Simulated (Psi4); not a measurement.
# CH5Al (AlH2Me): levels of theory compared

Wanted: a comparison of 3 runs (HF/6-31G*, PBE0/def2-SVP, MOHLYP/aug-cc-pV(D+d)Z) of CH5Al (AlH2Me). 

The calculation is run with Psi4 1.11.

3 further runs of the same task are left out: 3 that didn't finish.

### 1 The system as given

The species is CH5Al (7 atoms), meant as a singlet with charge 0. SMILES: `[H][Al]([H])[CH3]`. Geometry: a GFN2-xTB relaxation, a rough one for these elements and not checked as a minimum.

Bond lengths: Al1–C4 1.985 Å, Al1–H2 1.551 Å, Al1–H3 1.551 Å, C4–H5 1.097 Å, C4–H6 1.098 Å, C4–H7 1.098 Å. Angles: Al1–C4–H5 113.2°, Al1–C4–H6 112.2°, Al1–C4–H7 112.2°, H2–Al1–C4 123.8°, H3–Al1–C4 123.7°, H5–C4–H6 106.1°, H5–C4–H7 105.9°, H6–C4–H7 106.7°, H2–Al1–H3 112.5°.

### 2 A single-point energy at HF/6-31G(d) (spherical functions) (run 1)

Contents of ch5al.in:

```
memory 1600 MB

molecule {
  Al     0.532240     0.925980    -0.002840
  H      2.079610     1.030730     0.039470
  H     -0.157080     2.315610    -0.032820
  C     -0.456800    -0.794540    -0.002750
  H     -0.578610    -1.223840    -1.005100
  H     -1.469240    -0.690290     0.408830
  H      0.049890    -1.563640     0.595200
  units angstrom
  symmetry c1
}

set globals {
  basis 6-31G*
  puream true
  e_convergence 1e-09
  d_convergence 1e-08
  scf_type pk
}

result, w = energy("scf", return_wfn=True)
```

The run is started by

```
$ psi4 -i ch5al.in -o ch5al.out -n 1
```

ch5al.out:

```text
[...]
  Running in c1 symmetry.
[...]
  Nuclear repulsion =   50.267355864409339
[...]
  Multiplicity = 1
[...]
  Nalpha       = 12
  Nbeta        = 12
[...]
    Number of basis functions: 42
[...]
   @RHF iter   1:  -282.60029643820371   -8.12838e-01   7.42774e-03 DIIS/ADIIS
[...]
   @RHF iter   9:  -282.66007177271706   -1.06866e-11   9.85764e-09 DIIS
[...]
    Orbital Energies [Eh]
    ---------------------
    Doubly Occupied:
       1A    -58.446086     2A    -11.193840     3A     -4.875051
       4A     -3.190114     5A     -3.186979     6A     -3.185901
       7A     -0.916689     8A     -0.551908     9A     -0.537607
      10A     -0.536280    11A     -0.417105    12A     -0.411156
[...]
  @RHF Final Energy:  -282.66007177271706
   => Energetics <=
    Nuclear Repulsion Energy =             50.2673558644093390
    One-Electron Energy =                -490.9574238562935875
    Two-Electron Energy =                 158.0299962191672023
    Total Energy =                       -282.6600717727170604
[...]
 Multipole Moments:
 ------------------------------------------------------------------------------------
     Multipole            Electronic (a.u.)      Nuclear  (a.u.)        Total (a.u.)
 ------------------------------------------------------------------------------------
 L = 1.  Multiply by 2.5417464519 to convert [e a0] to [Debye]
 Dipole X            :          1.1679905           -1.3162148           -0.1482243
 Dipole Y            :          2.0294182           -2.2902877           -0.2608695
 Dipole Z            :         -0.0260151            0.0167482           -0.0092669
 Magnitude           :                                                    0.3001819
[...]
```

Wall time 2.1 s (1 thread of Intel Xeon 6975P-C (Granite Rapids), shared host); peak memory 0.19 GiB.

### 3 Energy and gradient at PBE0/def2-SVP (run 2)

Contents of input.dat:

```
memory 1600 mb

molecule {
  0 1
  Al     0.532240     0.925980    -0.002840
  H      2.079610     1.030730     0.039470
  H     -0.157080     2.315610    -0.032820
  C     -0.456800    -0.794540    -0.002750
  H     -0.578610    -1.223840    -1.005100
  H     -1.469240    -0.690290     0.408830
  H      0.049890    -1.563640     0.595200
  symmetry c1
}

set globals {
  reference            rks
  puream               true
  e_convergence        1e-09
  d_convergence        1e-08
  scf_type             pk
  dft_radial_points    99
  dft_spherical_points 590
}

energy_value, wavefunction = gradient('pbe0/def2-SVP', return_wfn=True)
oeprop(wavefunction, 'WIBERG_LOWDIN_INDICES', 'MULLIKEN_CHARGES', 'MAYER_INDICES')
print_variables()
```

The run is started by

```
$ psi4 input.dat output.dat -n 1
```

output.dat (excerpt; [...] marks lines left out):

```text
[...]
  Running in c1 symmetry.
[...]
  Nuclear repulsion =   50.267355864409339
[...]
  Multiplicity = 1
[...]
  Nalpha       = 12
  Nbeta        = 12
[...]
    Number of basis functions: 57
[...]
   @RKS iter   1:  -283.02482208462914   -3.89477e-01   1.10765e-02 DIIS/ADIIS
[...]
   @RKS iter   9:  -283.24282352602535   -2.04636e-12   3.95893e-09 DIIS
[...]
  @RKS Final Energy:  -283.24282352602535
   => Energetics <=
    Nuclear Repulsion Energy =             50.2673558644093390
    One-Electron Energy =                -490.9243441537016110
    Two-Electron Energy =                 176.8948849384784126
    DFT Exchange-Correlation Energy =     -19.4807201752115162
    Empirical Dispersion Energy =           0.0000000000000000
    VV10 Nonlocal Energy =                  0.0000000000000000
    Total Energy =                       -283.2428235260253473
[...]
 Multipole Moments:
 ------------------------------------------------------------------------------------
     Multipole            Electronic (a.u.)      Nuclear  (a.u.)        Total (a.u.)
 ------------------------------------------------------------------------------------
 L = 1.  Multiply by 2.5417464519 to convert [e a0] to [Debye]
 Dipole X            :          1.1388900           -1.3162148           -0.1773248
 Dipole Y            :          1.9794030           -2.2902877           -0.3108847
 Dipole Z            :         -0.0232159            0.0167482           -0.0064676
 Magnitude           :                                                    0.3579598
[...]
  -Total Gradient:
     Atom            X                  Y                   Z
    ------   -----------------  -----------------  -----------------
       1        0.007394837431     0.013023386298     0.000340066141
       2       -0.012743664945     0.003541272803    -0.000218402745
       3        0.009415631550    -0.009243131511     0.000494062431
       4       -0.003080145689    -0.006810259359    -0.003485321620
       5       -0.000831582594    -0.000050419824     0.005254871046
       6        0.003003251549    -0.001961655407    -0.000841016949
       7       -0.003158076862     0.001501192665    -0.001544247319
[...]
  Mulliken Charges: (a.u.)
   Center  Symbol    Alpha    Beta     Spin     Total
       1    AL     6.19468  6.19468  0.00000  0.61064
       2     H     0.58989  0.58989  0.00000 -0.17978
[...]
```

Run time: 8.4 s. Hardware: 1 thread of Intel Xeon 6975P-C (Granite Rapids), shared host; peak memory 0.81 GiB.

### 4 Energy and gradient at MOHLYP/aug-cc-pV(D+d)Z (density fitting) (run 3)

Contents of ch5al.xyz:

```xyz
7
CH5Al
Al     0.532240     0.925980    -0.002840
H      2.079610     1.030730     0.039470
H     -0.157080     2.315610    -0.032820
C     -0.456800    -0.794540    -0.002750
H     -0.578610    -1.223840    -1.005100
H     -1.469240    -0.690290     0.408830
H      0.049890    -1.563640     0.595200
```

Contents of run.py:

```python
import psi4

psi4.set_memory(1600000000)
psi4.set_num_threads(1)
psi4.core.set_output_file('run.log', False)

with open('ch5al.xyz') as f:
    atoms = ''.join(f.readlines()[2:])
geom = psi4.geometry('0 1\n' + atoms + '')

options = {'basis': 'aug-cc-pV(D+d)Z', 'reference': 'rks', 'scf_type': 'df', 'maxiter': 150, 'level_shift': 0.3, 'level_shift_cutoff': 1e-09, 'd_convergence': 1e-06}
psi4.set_options(options)

E = psi4.gradient("mohlyp", molecule=geom)
print('gradient / Eh bohr^-1')
print(E.np.round(6))
```

The run is started by

```
$ python run.py
```

run.log:

```text
[...]
  Running in c1 symmetry.
[...]
  Nuclear repulsion =   50.267355864409339
[...]
  Multiplicity = 1
[...]
  Nalpha       = 12
  Nbeta        = 12
[...]
    Number of basis functions: 100
[...]
   @DF-RKS iter   1:  -282.19772778531495   -2.19297e-01   8.62543e-03 DIIS/ADIIS/SHIFT
[...]
   @DF-RKS iter  13:  -282.61599928649952   -3.38861e-09   2.71817e-07 DIIS/SHIFT
[...]
    Orbital Energies [Eh]
    ---------------------
    Doubly Occupied:
       1A    -55.198552     2A     -9.821054     3A     -3.911508
       4A     -2.516888     5A     -2.506444     6A     -2.505574
       7A     -0.607941     8A     -0.352555     9A     -0.341109
      10A     -0.340655    11A     -0.246235    12A     -0.246021
[...]
  @DF-RKS Final Energy:  -282.61599928649952
   => Energetics <=
    Nuclear Repulsion Energy =             50.2673558644093390
    One-Electron Energy =                -490.7710059188422633
    Two-Electron Energy =                 182.8827157791096170
    DFT Exchange-Correlation Energy =     -24.9950650111762194
    Empirical Dispersion Energy =           0.0000000000000000
    VV10 Nonlocal Energy =                  0.0000000000000000
    Total Energy =                       -282.6159992864995161
[...]
 Multipole Moments:
 ------------------------------------------------------------------------------------
     Multipole            Electronic (a.u.)      Nuclear  (a.u.)        Total (a.u.)
 ------------------------------------------------------------------------------------
 L = 1.  Multiply by 2.5417464519 to convert [e a0] to [Debye]
 Dipole X            :          1.1408511           -1.3162148           -0.1753637
 Dipole Y            :          1.9840319           -2.2902877           -0.3062558
 Dipole Z            :         -0.0213290            0.0167482           -0.0045807
 Magnitude           :                                                    0.3529391
[...]
  -Total Gradient:
     Atom            X                  Y                   Z
    ------   -----------------  -----------------  -----------------
       1        0.005641725019     0.010013133442     0.000488812874
       2       -0.018631310163     0.002915241130    -0.000412236728
       3        0.011855583304    -0.014616742395     0.000568374419
       4       -0.003403890457    -0.007360471464    -0.003293177272
       5        0.000353552710     0.003573399552     0.012532766593
       6        0.010722209893    -0.002173352460    -0.003906585528
       7       -0.006532710890     0.007658602153    -0.005976898727
[...]
```

The script printed:

```text
gradient / Eh bohr^-1
[[ 0.005642  0.010013  0.000489]
 [-0.018631  0.002915 -0.000412]
 [ 0.011856 -0.014617  0.000568]
 [-0.003404 -0.00736  -0.003293]
 [ 0.000354  0.003573  0.012533]
 [ 0.010722 -0.002173 -0.003907]
 [-0.006533  0.007659 -0.005977]]
```

Run time: 8.1 s. Hardware: 1 thread of Intel Xeon 6975P-C (Granite Rapids), shared host; peak memory 0.69 GiB.

### 5 The series

```csv
run,level,task,integration grid,energy (Eh),dipole moment (D),HOMO energy (eV),LUMO energy (eV),wall time
1,HF/6-31G* (spherical functions),energy,–,-282.660072,0.76,-11.19,1.37,2.1 s
2,PBE0/def2-SVP,gradient,99 radial × 590 angular,-283.242824,0.91,-8.16,-1.27,8.4 s
3,MOHLYP/aug-cc-pV(D+d)Z (density fitting),gradient,75 radial × 302 angular,-282.615999,0.90,-6.69,–,8.1 s
```

### 6 Outcome

| quantity | value |
| --- | --- |
| run 3: total energy | -282.61600 Eh |
| run 3: dipole moment | 0.90 D |
| run 3: HOMO energy | -6.69 eV |
| run 3: largest force on an atom | 0.970 eV/Å |

What this shows: The dipole moment (its size) runs from 0.76 D (HF/6-31G*) to 0.91 D (PBE0/def2-SVP). The two ends differ in method and basis. Totals of different functionals can't be ranked against each other. All runs together took 19 s, the longest 8.4 s.
